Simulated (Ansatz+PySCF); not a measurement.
The numbers below are computed, except where a source is named.
Input for Ansatz (development build ahead of 0.2.0):

```yaml
crystal:
  periodic: [false, false, false]
  atoms:
    - { symbol: Si, position_ang: [0.0, 0.0, 0.07948] }
    - { symbol: H, position_ang: [1.42445, 0.0, -0.3709] }
    - { symbol: H, position_ang: [-0.71223, 1.23361, -0.3709] }
    - { symbol: H, position_ang: [-0.71223, -1.23361, -0.3709] }
basis:
  gaussian: { orbitals: def2-SVP }
magnetization:
  initial_magnetization: 1
hamiltonian:
  xc: r2scan
scf:
  omitted_lower_state_checks: [stability, starts, atomic_configurations, cluster_reference, orbital_swaps, given_window_search, neighbouring_geometries, increment]
```

The input is written out in the form of the current development build from the run's settings.

Results

* Converged: yes
* Total energy: -291.10445 hartree
